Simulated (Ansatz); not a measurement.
C$_{2}$H$_{4}$Si, SMILES `C1=C[SiH2]1`, 7 atoms. Total charge 0; spin multiplicity 1. All runs use 2 threads of an Intel Xeon on a shared host. Correlated methods freeze the cores. Open-shell runs search over several starts.

Task: Give the basis size and wall time and peak host memory of each of these runs in Ansatz. UKS r2SCAN-D4/def2-TZVPP energy of the cation; UKS ωB97X-V/def2-TZVPP energy of the cation; RHF-MP2/def2-QZVPP energy; UKS B2PLYP (frozen core)/def2-TZVPP energy of the cation; UKS PBE-D4/def2-TZVPP energy of the cation; direct RPA on PBE orbitals/def2-TZVPP energy; RKS PBE0-D4/def2-TZVP frequencies; RHF-CCSD(T)/def2-TZVPP energy; RKS B3LYP-D4/def2-TZVPP energy and forces; RHF-CCSD(T)/def2-SVP energy; UKS B3LYP-D4/def2-TZVPP energy of the cation; UKS ωB97M-V/def2-TZVPP energy of the cation. (An estimate is asked.)

Result: The calculation gave: Other jobs shared the machine, so times are rough.

| level | job | functions | wall time | peak host memory (GiB) |
| --- | --- | --- | --- | --- |
| RHF-CCSD(T)/def2-SVP | energy | 66 | 1.8 s | 0.15 |
| direct RPA on PBE orbitals/def2-TZVPP | energy | 160 | 4 s | 0.29 |
| RKS B3LYP-D4/def2-TZVPP | energy and forces | 160 | 4.6 s | 0.28 |
| UKS PBE-D4/def2-TZVPP | energy of the cation | 160 | 7.5 s | 0.31 |
| RHF-CCSD(T)/def2-TZVPP | energy | 160 | 8.6 s | 0.69 |
| UKS r2SCAN-D4/def2-TZVPP | energy of the cation | 160 | 13 s | 0.37 |
| UKS B3LYP-D4/def2-TZVPP | energy of the cation | 160 | 13 s | 0.45 |
| RHF-MP2/def2-QZVPP | energy | 304 | 14 s | 0.99 |
| UKS B2PLYP (frozen core)/def2-TZVPP | energy of the cation | 160 | 23 s | 0.45 |
| UKS ωB97M-V/def2-TZVPP | energy of the cation | 160 | 25 s | 0.64 |
| RKS PBE0-D4/def2-TZVP | frequencies | 123 | 27 s | 0.21 |
| UKS ωB97X-V/def2-TZVPP | energy of the cation | 160 | 27 s | 0.61 |

B3LYP here is the variant with VWN-RPA as its local correlation; programs differ in this.
